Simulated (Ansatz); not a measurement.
Species: SiH3, charge 0, multiplicity 2. SMILES: [SiH3]
Coordinates optimised at B3LYP-D3(BJ)/def2-TZVP (Ansatz, a quantum-chemistry and plane-wave program):
```
Si
H 1 1.4828
H 1 1.4828 2 111.02
H 1 1.4828 2 111.02 3 124.02
```
Charge 0, spin multiplicity 2.

Wanted: vertical electron affinity (to the singlet state of charge -1; a negative value means that the extra electron is unbound and the number depends on the basis; each state is the SCF solution reached for its spin; the molecule has degenerate orbitals, so one determinant may break the symmetry), in eV. Valence correlation only, unless marked. UHF or UKS for open shells. No spin-orbit coupling. Non-relativistic. Anions need diffuse functions: aug- sets have them; def2-D sets add few. CBS(X,Y): correlation extrapolated as X^-3; Hartree-Fock from the larger set.

CCSD(T)/CBS(def2-TZVPPD,def2-QZVPPD) (Ansatz) gives 0.86 eV.

**Question.** Another calculation gave 0.63 eV. Which level was it?
A. SVWN5/def2-TZVPD (Ansatz)
B. PBE/def2-TZVPD (Ansatz)
C. r2SCAN/def2-TZVPD (Ansatz)

**Answer.** C, r2SCAN/def2-TZVPD (Ansatz). The others give 0.74 (PBE), 0.97 (SVWN5) eV.
